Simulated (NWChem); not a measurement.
Everything below was run with NWChem. System: phenol (C₆H₆O), charge 0, spin multiplicity 1, at a geometry optimised with B3LYP/def2-SVP. Level: MP2/def2-SVP, 7 core orbitals frozen.

Part of the output:

```
             Northwest Computational Chemistry Package (NWChem) 7.3.0
             --------------------------------------------------------

                                NWChem Input Module
                                -------------------

 Scaling coordinates for geometry "geometry" by  1.889725989
 (inverse scale =  0.529177249)

 Turning off AUTOSYM since
 SYMMETRY directive was detected!

                             Geometry "geometry" -> ""
                             -------------------------

 Output coordinates in angstroms (scale by  1.889725989 to convert to a.u.)

  No.       Tag          Charge          X              Y              Z
 ---- ---------------- ---------- -------------- -------------- --------------
    1 O                    8.0000    -2.26833000     0.42250000     0.00000000
    2 C                    6.0000    -0.93563700     0.15549100     0.00000000
    3 C                    6.0000    -0.05131700     1.24491900     0.00000000
    4 C                    6.0000     1.32531000     1.02041200     0.00000000
    5 C                    6.0000     1.83888800    -0.28225400     0.00000000
    6 C                    6.0000     0.95454600    -1.36396900     0.00000000
    7 C                    6.0000    -0.42721100    -1.15161500     0.00000000
    8 H                    1.0000    -2.76251500    -0.40765800     0.00000000
    9 H                    1.0000    -0.46517400     2.25540200     0.00000000
   10 H                    1.0000     2.00654200     1.87551600     0.00000000
   11 H                    1.0000     2.91799300    -0.45114900     0.00000000
   12 H                    1.0000     1.33875700    -2.38744300     0.00000000
   13 H                    1.0000    -1.11643400    -2.00258100     0.00000000

 Effective nuclear repulsion energy (a.u.)     270.4484863940

            Nuclear Dipole moment (a.u.)
            ----------------------------
        X                 Y               Z
 ---------------- ---------------- ----------------
     0.0000056692    -0.0000170075     0.0000000000

      Symmetry information
      --------------------

 Group name             Cs
 Group number              2
 Group order               2
 No. of unique centers    13

      Symmetry unique atoms

     1    2    3    4    5    6    7    8    9   10   11   12   13


 Summary of "ao basis" -> "" (spherical)
 ------------------------------------------------------------------------------
[...]
    6 C    6     6.01   1.99  0.89  0.24  2.00  0.84  0.04
    7 C    6     6.13   1.99  0.87  0.30  2.04  0.89  0.04
    8 H    1     0.79   0.68  0.05  0.07
    9 H    1     0.95   0.75  0.17  0.03
   10 H    1     0.95   0.76  0.17  0.03
   11 H    1     0.96   0.76  0.18  0.03
   12 H    1     0.95   0.76  0.17  0.03
   13 H    1     0.97   0.76  0.19  0.03

       Multipole analysis of the density wrt the origin
       ------------------------------------------------

     L   x y z        total         open         nuclear
     -   - - -        -----         ----         -------
     0   0 0 0     -0.000000      0.000000     50.000000

     1   1 0 0     -0.010919      0.000000      0.000006
     1   0 1 0     -0.568547      0.000000     -0.000017
     1   0 0 1      0.000000      0.000000      0.000000

     2   2 0 0    -27.239939      0.000000    382.989759
     2   1 1 0      3.571753      0.000000    -25.782098
     2   1 0 1      0.000000      0.000000      0.000000
     2   0 2 0    -27.551349      0.000000    197.842703
     2   0 1 1      0.000000      0.000000      0.000000
     2   0 0 2    -34.007287      0.000000      0.000000

                   NWChem MP2 Semi-direct Energy/Gradient Module
                   ---------------------------------------------

  Basis functions       =    128
  Molecular orbitals    =    128
  Frozen core           =      7
  Frozen virtuals       =      0
  Active alpha occupied =     18
  Active beta occupied  =     18
  Active alpha virtual  =    103
  Active beta virtual   =    103
  Use MO symmetry       = T
  Use skeleton AO sym   = T

  AO/Fock/Back tols     =   1.0D-09  1.0D-09  1.0D-09

 GA uses MA = F    GA memory limited = T

 Available:
  local mem=  1.26D+08
 global mem=  1.44D+08
 local disk=  0.00D+00
  mp2_memr nvloc                   103
  nvloc new                   103
   1 passes of  18:        3145728                      80700                  49561766.
   1 passes of  18: M    126140003           G      144146432           F     122994275.

 Semi-direct pass number   1 of   1  for RHF alpha+beta  at        3.4s
  vrange nnbf                  7858
  mp2_eaftype                   189  avail_ma_in_mb                  1099
 EAF : mp2_eaftype filesize         189   24780883.
  mp2_eaf for mointskh                    189
Node 0 wrote    116.5 Mb in      0.1 s     Agg I/O rate:   994.7 Mb/s
 Done moints_semi at        7.1s
  mp2_eaftype                   189  avail_ma_in_mb                   910
 EAF : mp2_eaftype filesize         189   24780883.
  mp2_eaf for kh                   189
 Done maket at        7.5s
 Done multipass loop at        7.5s

          -------------------------------------------
          SCF energy                -305.334514669319
          Correlation energy          -0.963473383204
          Singlet pairs               -0.582379136920
          Triplet pairs               -0.381094246284
          Total MP2 energy          -306.297988052522
          -------------------------------------------

          ---------------------------------------------------
                    Spin Component Scaled (SCS) MP2
          Same spin pairs                     -0.254062830856
          Same spin scaling factor             0.333333333333
          Opposite spin pairs                 -0.709410552348
          Opposite spin scaling fact.          1.200000000000
          SCS-MP2 correlation energy          -0.935980273103
          Total SCS-MP2 energy              -306.270494942421
          ---------------------------------------------------

 -----------------------
 Performance information
 -----------------------

 Timer overhead =  9.50D-08 seconds/call

               Nr. of calls         CPU time (s)                 Wall time (s)                GFlops
             ---------------    -------------------     ------------------------------   -------------------
Name         Min   Avg   Max    Min     Avg     Max     Min     Avg     Max   Mx/calls   Min     Max     Sum
mp2: moin     1     1     1    3.7     3.7     3.7      3.7     3.7     3.7     3.7      0.0     0.0     0.0
mp2: make     1     1     1   0.38    0.38    0.38     0.38    0.38    0.38    0.38      0.0     0.0     0.0
mp2: tota     1     1     1    4.1     4.1     4.1      4.1     4.1     4.1     4.1      0.0     0.0     0.0

 The average no. of pstat calls per process was 3.00D+00
 with a timing overhead of 2.85D-07s

 Task  times  cpu:        7.5s     wall:        7.5s

 Total times  cpu:        7.5s     wall:        7.5s
```

**Question.** Write an NWChem input that would produce this output.

**Answer.** This is not unique; one that fits is 
```
start mol
memory heap 200 mb stack 900 mb global 1100 mb
geometry units angstroms nocenter noautoz
  O     -2.268330     0.422500     0.000000
  C     -0.935637     0.155491     0.000000
  C     -0.051317     1.244919     0.000000
  C      1.325310     1.020412     0.000000
  C      1.838888    -0.282254     0.000000
  C      0.954546    -1.363969     0.000000
  C     -0.427211    -1.151615     0.000000
  H     -2.762515    -0.407658     0.000000
  H     -0.465174     2.255402     0.000000
  H      2.006542     1.875516     0.000000
  H      2.917993    -0.451149     0.000000
  H      1.338757    -2.387443     0.000000
  H     -1.116434    -2.002581     0.000000
  symmetry group Cs
end
basis spherical
  * library def2-svp
end
scf
  rhf
  nopen 0
  maxiter 100
  thresh 1e-7
  semidirect memsize 60000000 filesize 0
end
mp2
  freeze core 7
end
task mp2 energy
```
